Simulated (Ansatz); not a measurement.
C2H8N2 can be A, `CN(C)N`, or B, `CCNN`.

Gas-phase electronic energies from Ansatz, PBE0-D4/def2-TZVP geometries. CBS: MP2 limit from def2 TZ/QZ plus the TZ coupled-cluster correction, frozen cores. This one scheme is used for every species. Functionals use def2-TZVPP. B3LYP here is the variant with VWN-RPA as its local correlation; programs differ in this. One conformer a species, not always the lowest.

A:

Z-matrix (Å, degrees):
```
C
N 1 1.443
H 1 1.092 2 109.5
H 1 1.105 2 112.6 3 -120.2
H 1 1.089 2 109.1 3 119.4
C 2 1.444 1 111.9 3 59.5
N 2 1.411 1 109.0 3 -175.3
H 6 1.092 2 110.0 1 -57.9
H 6 1.107 2 112.3 1 62.6
H 6 1.092 2 109.8 1 -176.8
H 7 1.024 2 110.5 1 -82.6
H 7 1.013 2 108.2 1 160.0
```

B:

Z-matrix (Å, degrees):
```
C
C 1 1.521
H 1 1.093 2 110.9
H 1 1.093 2 111.0 3 119.5
H 1 1.095 2 111.1 3 -120.7
N 2 1.450 1 115.6 3 61.1
H 2 1.093 1 109.9 3 -60.2
H 2 1.095 1 110.0 3 -177.9
N 6 1.412 2 111.5 1 -61.8
H 6 1.016 2 109.7 1 62.2
H 9 1.010 6 108.5 2 -151.0
H 9 1.015 6 112.9 2 88.7
```

Which isomer does CCSD(T)/CBS put lower? Give the gap. (Estimate.)

The calculation gave: B, by 4.1 kcal/mol.

Give E(B) − E(A) in kcal/mol with r2SCAN-D4, CCSD(T)/def2-TZVPP, B3LYP, B2PLYP, ωB97M-V, HF/def2-TZVPP, B3LYP-D4. (Estimate.)

Ansatz gave: r2SCAN-D4 -3.6, CCSD(T)/def2-TZVPP -3.7, B3LYP -3.9, B2PLYP -3.8, ωB97M-V -4.1, HF/def2-TZVPP -4.5, B3LYP-D4 -3.6. None reverses the order clearly.

Largest T1 diagnostic: 0.009.

In def2-TZVPP, CCSD(T) changes the Hartree–Fock value by +0.8 kcal/mol (the triples alone add +0.3 kcal/mol) and MP2 by +0.9 kcal/mol.
